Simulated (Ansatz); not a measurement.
Reaction (formal hydrolysis of a C–F bond): `CC(O)(F)CF` + H₂O → `CC(O)(F)CO` + H–F

Gas-phase electronic energies from Ansatz, PBE0-D4/def2-TZVP geometries. CCSD(T)/CBS is the MP2 limit (def2-TZVPP, def2-QZVPP) plus CCSD(T) − MP2 in def2-TZVPP, frozen cores. This one scheme is used for every species. DFT in def2-TZVPP. Each species was taken in one conformer, which may not be the lowest.

`CC(O)(F)CF`:

```xyz
12

C     1.045   -0.073    0.954
C    -0.059    0.415    0.056
O    -1.147    0.763    0.819
F     0.399    1.548   -0.618
C    -0.435   -0.598   -1.012
F    -1.585   -0.176   -1.653
H     1.927   -0.331    0.367
H     0.717   -0.943    1.522
H     1.304    0.726    1.650
H    -1.888    0.923    0.221
H     0.361   -0.686   -1.754
H    -0.639   -1.568   -0.553
```

H₂O:

```xyz
3

O     0.249   -0.253    0.159
H    -0.374    0.316    0.615
H     0.125   -0.063   -0.773
```

`CC(O)(F)CO`:

```xyz
13

C    -0.196    1.232    0.625
C    -0.243   -0.257    0.396
O     0.849   -0.918    0.934
F    -1.400   -0.744    0.997
C    -0.308   -0.667   -1.067
O     0.845   -0.285   -1.767
H    -0.099    1.447    1.693
H    -1.115    1.697    0.266
H     0.651    1.660    0.089
H     1.058   -0.540    1.794
H    -0.474   -1.751   -1.096
H    -1.159   -0.174   -1.540
H     1.592   -0.699   -1.324
```

H–F:

Cartesian coordinates in Å:
```
F 0.038 0.454 0.067
H -0.038 -0.454 -0.067
```

| species | PBE0 energy (Eh) |
| --- | --- |
| `CC(O)(F)CF` | -392.60371 |
| H₂O | -76.38081 |
| `CC(O)(F)CO` | -368.59061 |
| H–F | -100.39405 |

(1) Work out ΔE.

Largest T1 diagnostic among the species: 0.011.

Answers

(1) ΔE = (-368.59061) + (-100.39405) − (-392.60371) − (-76.38081) = -0.00014 Eh = -0.1 kcal/mol. CCSD(T)/CBS gives -0.9 kcal/mol.

In def2-TZVPP, CCSD(T) changes the Hartree–Fock value by −2.6 kcal/mol (the triples alone add −0.3 kcal/mol) and MP2 by −3.5 kcal/mol. The D4 term adds −0.9 kcal/mol with B3LYP and −0.5 kcal/mol with PBE0; it sums over pairs of atoms, weighted by their polarisabilities, and B3LYP, whose exchange is more repulsive, gets the larger term.

B3LYP here is the variant with VWN-RPA as its local correlation; programs differ in this.
